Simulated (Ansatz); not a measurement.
A computed series for GaP: pressure series

Base system: GaP in the zinc blende structure (space group F-43m, No. 216; a = 5.506 Å).

Cell and atoms are relaxed at each pressure.

Calculations: PBE (Ansatz, a first-principles code), no spin-orbit coupling.

| pressure (GPa) | volume per atom (Å³/atom) |
|---|---|
| -2 | 21.451 |
| -1 | 21.146 |
| 0 | 20.865 |
| 0.9 | 20.629 |
| 2.1 | 20.334 |
| 4.5 | 19.808 |
| 9 | ? |
| 15 | 18.101 |
| 22.5 | 17.229 |

Question: Fit the third-order Birch–Murnaghan form P(V) = (3B₀/2)[(V₀/V)^(7/3) − (V₀/V)^(5/3)]·[1 + (3/4)(B₀′ − 4)((V₀/V)^(2/3) − 1)] (squares taken in P) to the rows shown and predict the withheld row.

Answer: Least squares on the printed values gives V₀ = 20.866 Å³/atom, B₀ = 77.2 GPa, B₀′ = 4.4; this predicts 18.980 Å³/atom, and the run gives 18.981 Å³/atom, in agreement.

Measured bulk modulus of GaP: 89.6 GPa (static lattice; corrected from measurement; as listed in Daniel Mejia-Rodriguez, S. B. Trickey, Phys. Rev. B (2018)); the computed value is 14 % below it.

Load acts through the strain it causes; cell and atoms are relaxed under it. Whether these cells are dynamically stable was not tested. Tetrahedral semiconductors of this kind turn to denser phases somewhere between about 1 and 50 GPa; those were not computed, so compressed cells here can lie past the real transition.
